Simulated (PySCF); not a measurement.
## Gas-phase XPS of `CC(C)=CCF`, computed

C₅H₉F.
Geometry (PBE0-D3(BJ)/def2-SVP, Å), atoms numbered from 1 in this order:
```
atom  x, y, z in Å
C1    -1.597   -0.969    0.535
C2    -0.430   -0.124    0.117
C3    -0.791    1.265   -0.321
C4     0.818   -0.618    0.142
C5     2.077    0.066   -0.259
F6     3.032   -0.073    0.725
H7    -2.326   -1.068   -0.287
H8    -2.137   -0.500    1.375
H9    -1.287   -1.977    0.842
H10   -1.433    1.232   -1.217
H11    0.078    1.892   -0.555
H12   -1.377    1.772    0.463
H13    0.960   -1.653    0.476
H14    2.485   -0.386   -1.182
H15    1.928    1.141   -0.450
```

Computed, not measured: delta-SCF UKS SCAN, pcX-2 on the ionised atom, pcseg-1 elsewhere, spin-free X2C in PySCF. Each binding energy is the total energy of the core-ionised species, with the hole localised on one atom, minus that of the ground state; both are solved self-consistently, so orbital relaxation is included.

Question: What binding energy does each computed site have?

Answer: 
```json
{"atom(s)": "C1", "bonded to": "C and 3 H", "level": "C 1s", "binding energy (eV)": "290.83", "above the level's lowest (eV)": "+0.79", "count": "1"}
{"atom(s)": "C2", "bonded to": "C (double bond) and 2 C", "level": "C 1s", "binding energy (eV)": "290.67", "above the level's lowest (eV)": "+0.63", "count": "1"}
{"atom(s)": "C3", "bonded to": "C and 3 H", "level": "C 1s", "binding energy (eV)": "290.91", "above the level's lowest (eV)": "+0.87", "count": "1"}
{"atom(s)": "C4", "bonded to": "C (double bond), C and H", "level": "C 1s", "binding energy (eV)": "290.04", "above the level's lowest (eV)": "0.00", "count": "1"}
{"atom(s)": "C5", "bonded to": "F, C and 2 H", "level": "C 1s", "binding energy (eV)": "292.86", "above the level's lowest (eV)": "+2.82", "count": "1"}
{"atom(s)": "F6", "bonded to": "C", "level": "F 1s", "binding energy (eV)": "691.93", "above the level's lowest (eV)": "0.00", "count": "1"}
```

Lowest listed C 1s: C4, bonded to C (double bond), C and H. Highest, 2.82 eV above it: C5, bonded to F, C and 2 H. The widest gap between neighbouring values is 1.95 eV, between 290.91 and 292.86 eV.

Question: Which effective nuclear charge Zeff reproduces each element's mean 1s value in the hydrogen-like formula E = 13.606 eV × Zeff²?

Answer: C (Z = 6): mean 291.1 eV, Zeff = 4.63, Z − Zeff = 1.37; F (Z = 9): mean 691.9 eV, Zeff = 7.13, Z − Zeff = 1.87. Means run over the listed sites, weighted by atom count.

Question: What is the C 1s shift of C2 against C3?

Answer: 290.67 − 290.91 = -0.24 eV, or -23 kJ/mol.

The structure is a single PBE0-D3(BJ)/def2-SVP conformer in the gas phase; no vibrational or solvent corrections.
